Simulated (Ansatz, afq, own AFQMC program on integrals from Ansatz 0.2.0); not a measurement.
**CH₅Al, singlet in 6-31G, levels against CCSDT(Q)**

```yaml
atoms:
  - { symbol: Al, position_ang: [0.0000, 0.0010, 0.8981] }
  - { symbol: C, position_ang: [0.0000, -0.0083, -1.7599] }
  - { symbol: H, position_ang: [0.0000, 1.3849, 1.6824] }
  - { symbol: H, position_ang: [0.0000, -1.3518, 1.7343] }
  - { symbol: H, position_ang: [0.0000, -1.0122, -2.1895] }
  - { symbol: H, position_ang: [-0.8749, 0.5251, -2.1479] }
  - { symbol: H, position_ang: [0.8749, 0.5251, -2.1479] }
```

Basis 6-31G. Only valence electrons are correlated. AFQMC by an in-house program on the Cholesky factors that Ansatz 0.2.0 writes for its CCSD(T) run. ph-AFQMC/CISD is guided by a CISD state made of CCSD amplitudes; releasing the constraint for a short imaginary time cuts its bias at the price of noise, slowly where states lie close. Uncertainties: one standard error, sampling alone.

Determinant: RHF, the one that the program's search chose, which needn't be the lowest solution. The geometry is a point of a scan.

No full CI on the walks' own integrals is used here; CCSDT(Q) serves as the reference and is uncertain by about the last step of the cluster series.

Cautions: the released energies move by 1.5 errors or more from one time to the next, so no released level is given (meV from the phaseless value at times in 1/Eh: 4 ± 17 at 0.24, 6 ± 13 at 0.51, 13 ± 13 at 0.99, 31 ± 9 at 1.62, -17 ± 15 at 2.40).

```
T1 diagnostic                               : 0.0113
weight of the determinant in the CISD state : 0.891
size of the correlated space                : 12 electrons in 26 orbitals
```

```
  level  correlation energy (eV)
    MP2                  -3.7817
   CCSD                  -4.6498
CCSD(T)                  -4.7569
```

(1) Estimate where phaseless AFQMC with a CISD trial lies against CCSD(T) on the same integrals.

(1) 4.4 ± 1.6 kJ/mol below CCSD(T).

Reference: CCSDT(Q), correlation energy -4.784 eV.

| level | E − E(reference) (kJ/mol) | share of correlation (%) |
| --- | --- | --- |
| CCSD(T) | 2.6 | 99.44 |
| CCSDT | 0.7 | 99.85 |
| ph-AFQMC/CISD | -1.8 ± 1.6 | 100.39 |

A walk keeps the symmetry of its determinant, which the program's search chose and which needn't be the lowest solution, so a lower state of the same spin and another symmetry isn't excluded.
